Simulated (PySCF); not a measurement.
formaldoxime, CH3NO, SMILES C=NO, point group Cs.

Level: B3LYP/pcSseg-1 in PySCF (density fitting, grid level 2); geometry and Hessian at that level, cubic constants and property derivatives from steps of ±0.6 along each species' dimensionless normal coordinates, second-order vibrational perturbation theory. The parent has the commonest isotopes.

Equilibrium geometry (Å):

```csv
atom,x,y,z
C1,-0.4130,1.3272,-2.8314
N2,-0.2196,0.5126,-1.8779
O3,-1.2207,0.6147,-0.9050
H4,0.3191,1.3165,-3.6348
H5,-1.2643,2.0120,-2.8626
H6,-0.9528,-0.0482,-0.2516
```

(1) Give the equilibrium and ground-state rotational constants (MHz) of parent; ²H at 4; ¹⁵N at 2; ¹⁸O at 3, ²H at 4; ²H at 5; ²H at 6; ²H at 4, ²H at 5, ²H at 6.

(2) How is the parent's vibrational correction B0 − Be made up?

(3) And its quartic centrifugal distortion constants from the harmonic force field?

(4) Which nuclear quadrupole couplings χaa, χbb, χcc (MHz) does the parent show, at equilibrium and averaged?

Internal rotors are held in one well.

## Answers

(1) 
```json
{"species": "parent", "Ae": "69354", "Be": "11828", "Ce": "10105", "A0": "68717", "B0": "11729", "C0": "10007", "Δ0 (u Å²)": "0.060", "harmonic ZPE (cm⁻¹)": "9707"}
{"species": "²H at 4", "Ae": "68766", "Be": "10723", "Ce": "9276.8", "A0": "68132", "B0": "10636", "C0": "9190.4", "Δ0 (u Å²)": "0.056", "harmonic ZPE (cm⁻¹)": "9012"}
{"species": "¹⁵N at 2", "Ae": "66986", "Be": "11824", "Ce": "10050", "A0": "66387", "B0": "11725", "C0": "9953", "Δ0 (u Å²)": "0.062", "harmonic ZPE (cm⁻¹)": "9679"}
{"species": "¹⁸O at 3, ²H at 4", "Ae": "67906", "Be": "10211", "Ce": "8875.9", "A0": "67295", "B0": "10127", "C0": "8793.9", "Δ0 (u Å²)": "0.057", "harmonic ZPE (cm⁻¹)": "8983"}
{"species": "²H at 5", "Ae": "56422", "Be": "11500", "Ce": "9553.1", "A0": "55863", "B0": "11415", "C0": "9466", "Δ0 (u Å²)": "0.069", "harmonic ZPE (cm⁻¹)": "9042"}
{"species": "²H at 6", "Ae": "67675", "Be": "11048", "Ce": "9497.3", "A0": "67085", "B0": "10958", "C0": "9411.1", "Δ0 (u Å²)": "0.048", "harmonic ZPE (cm⁻¹)": "8957"}
{"species": "²H at 4, ²H at 5, ²H at 6", "Ae": "54618", "Be": "9814.2", "Ce": "8319.3", "A0": "54113", "B0": "9744.2", "C0": "8250.3", "Δ0 (u Å²)": "0.052", "harmonic ZPE (cm⁻¹)": "7594"}
```

Δ0 = Ic − Ia − Ib from the ground-state constants.

(2) 
```
axis  harmonic  Coriolis  cubic  total (MHz)
   a       469      -268   -837         -637
   b      27.3     -7.52   -119        -99.3
   c      10.6     -3.88   -105        -97.9
```

(3) Asymmetric top, A reduction, Ir representation: ΔJ = 9.33 kHz, ΔJK = -30 kHz, ΔK = 1450 kHz, δJ = 1.79 kHz, δK = 42.8 kHz.

(4) 14N at 2: 3.3, -5.4, 2.1 and 3.3, -5.3, 2.0.
